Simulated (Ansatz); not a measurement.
**AlBHN: where a starting geometry ends**

The starting geometry of this gas-phase singlet was optimised with GFN2-xTB.

```xyz
4

Al    0.8333    0.7532   -0.3483
B    -1.0710    1.2928    0.2526
N    -0.6597    0.2935    0.9937
H    -0.9179   -0.3169    1.7499
```

Problem. Predict what becomes of its bonds when it is optimised with PBE0-D4/def2-TZVP.

Solution. A bond breaks, leaving `N=[B][Al]`. Contacts that open: Al1–N3 (2.06 → 3.44 Å).

The energy falls by 0.55 eV over 19 steps:

| step | E − E(last) (eV) |
| --- | --- |
| 1 | 0.554 |
| 3 | 0.421 |
| 5 | 0.395 |
| 7 | 0.389 |
| 9 | 0.342 |
| 11 | 0.266 |
| 13 | 0.165 |
| 15 | 0.025 |
| 17 | 0.000 |
| 19 | 0.000 |

Final geometry (Å):

```yaml
atoms:
  - { symbol: Al, position_ang: [1.0448, 1.4289, -1.1420] }
  - { symbol: B, position_ang: [-0.2629, 0.6234, 0.4317] }
  - { symbol: N, position_ang: [-1.0031, 0.1669, 1.3237] }
  - { symbol: H, position_ang: [-1.5941, -0.1966, 2.0345] }
```

Frequencies at the end are all real (lowest 159 cm⁻¹). Run with Ansatz 0.2.0, 28 s on 1 thread of Intel(R) Xeon(R) Platinum 8488C (Sapphire Rapids) (shared host).
